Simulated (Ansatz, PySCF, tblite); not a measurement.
Ladder of methods for the cohesive energy of rock-salt LiH

Reference value: 2.49 eV/atom (measured, static lattice: zero-point vibration energy added; as tabulated in Mejia-Rodriguez and Trickey (2018), arXiv:1807.09216).

| level (code) | value (eV/atom) | cell (Å³/atom) |
|---|---|---|
| GFN2-xTB (tblite) | 2.88 | 9.70 |
| PBE (PySCF) | [?] | 8.04 |
| r²SCAN (Ansatz) | 2.42 | 8.03 |
| B3LYP (VWN-RPA form) (Ansatz) | 2.39 | 8.00 |
| Hartree–Fock (PySCF) | [?] | 8.60 |
| MP2 (PySCF) | 2.39 ± 0.1 | 8.06 |
| CCSD(T) (PySCF) | 2.51 ± 0.1 | 8.15 |

Complete the blanks.


- PBE (PySCF), value (eV/atom): 2.36 ± 0.04
- Hartree–Fock (PySCF), value (eV/atom): 1.83 ± 0.04

Errors against the reference: GFN2-xTB +0.39 eV/atom, PBE -0.13 eV/atom, r²SCAN -0.07 eV/atom, B3LYP (VWN-RPA form) -0.10 eV/atom, Hartree–Fock -0.66 eV/atom, MP2 -0.10 eV/atom, CCSD(T) +0.02 eV/atom.

Leaving aside GFN2-xTB (doubt noted below): Once the reference is moved by up to 0.03 eV/atom (a margin picked here for doubts on the reference and the settings) and values within 0.03 eV/atom count as equal, the nearest can be CCSD(T) (+0.02 eV/atom), r²SCAN (-0.07 eV/atom), B3LYP (VWN-RPA form) (-0.10 eV/atom) or MP2 (-0.10 eV/atom). Among them Hartree–Fock (-0.66 eV/atom) misses by most. Within 0.3 eV/atom: PBE, r²SCAN, B3LYP (VWN-RPA form), MP2, CCSD(T).

Free atoms are spin-polarised, in the lowest state found; at levels without +SOC their spin–orbit coupling is left out.  A ± on a computed value is a rough bar: the spread of its extrapolation, a floor set from checks against published values, or a statistical error. GFN2-xTB: the free atoms are run in the same model without spin. GFN2-xTB: the method was fitted mainly to molecules. GFN2-xTB: the run uses a supercell at the zone centre in place of a k mesh. Each level is taken at its own relaxed cell. Cutoffs and k meshes differ between the levels. Ansatz's density-functional and Hartree–Fock values are scalar-relativistic unless marked +SOC, with PAW data made under PBE.

Differences are worked out from the printed values.

Ansatz is a first-principles code.
